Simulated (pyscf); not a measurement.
F–Sb(F)–F + silane (SiH₄) → F–SbH–F + F–SiH₃ (four-centre exchange; singlet surface; F–Sb, H–Si broken, H–Sb, F–Si formed). Structures and frequencies: ωB97X-D3(BJ)/def2-SVP in PySCF. Energies in eV from the separated reactants.

| level | barrier | reaction energy |
|---|---|---|
| ωB97X-D3(BJ)/def2-TZVP | [?] | [?] |
| PBE/def2-TZVP | [?] | -0.15 |
| B3LYP-D3(BJ)/def2-TZVP | 0.98 | -0.27 |
| M06-2X/def2-TZVP | 1.04 | -0.30 |
| ωB97M-D3(BJ)/def2-TZVP | 1.02 | -0.30 |
| HF/def2-TZVP | 1.63 | -0.52 |

### Question
Some entries are withheld; supply them.

### Answer

- ωB97X-D3(BJ)/def2-TZVP, barrier: 0.91
- ωB97X-D3(BJ)/def2-TZVP, reaction energy: -0.26
- PBE/def2-TZVP, barrier: 0.93

The functionals in the table span 0.13 eV in this barrier, from ωB97X-D3(BJ) to M06-2X. On the product side the descent ends in a complex, 0.30 eV under the separated species and 1.47 eV under the saddle at ωB97X-D3(BJ)/def2-TZVP. This is the saddle that the search found; another between the same sides may lie lower. Elements past Kr carry the def2 core potentials, without spin-orbit coupling.
